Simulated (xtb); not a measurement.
NO, SMILES [N]=O (connectivity only; charge and spin as stated), charge +1, multiplicity 1. All values are semi-empirical tight-binding results from xtb (GFN2-xTB unless named), good for trends rather than for accurate numbers. Coordinates come from a GFN2-xTB optimisation.

Q: Estimate the properties. (The exact figures need the calculation; the answer reports its results.)

A: 
| Property | Value |
|---|---|
| point group as xtb finds it | C∞v |
| orbital gap | 4.85 eV |
| static polarisability (D4 model) | 9.6 bohr³ |
| solvation energy, GFN2-xTB/ALPB(water) | -83.1 kcal/mol |
| solvation energy, GFN2-xTB/ALPB(octanol) | -71.0 kcal/mol |

Computed IR lines (harmonic; lines under 4 % of the strongest left out, lines within 3 cm⁻¹ merged):
ν (cm⁻¹): 2421 (vs) (against the strongest line: vs over 80 %, s over 45 %, m over 15 %, w over 4 %, vw less)
